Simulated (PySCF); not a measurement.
Excitations are Tamm–Dancoff values on a coarser integration grid.

**CH₂O, SMILES `C=O` (charge 0, multiplicity 1)**

These are ωB97X-D3(BJ)/def2-TZVPD // B3LYP-D3(BJ)/def2-TZVPD (PySCF) values and carry that method's errors.

The HOMO is -10.43 eV and the dipole moment is 2.45 D. The HOMO–LUMO gap is 11.41 eV. The LUMO comes out as 0.98 eV. The S1 excitation (TDA) is 4.07 eV and the S1 oscillator strength comes out as 0.000. The brightest of the four lowest singlets (TDA) is 8.58 eV. The T1 excitation (TDA) is 3.44 eV and the S1–T1 gap (TDA) is 0.63 eV. The total energy is -114.5798 Ha and the cost is around 24 core-seconds (rough).

```xyz
4

C     -0.0066     0.0010     0.0000
O      1.1805    -0.1698     0.0052
H     -0.7207    -0.8452    -0.0003
H     -0.4532     1.0141    -0.0048
```
Charge 0, spin multiplicity 1.
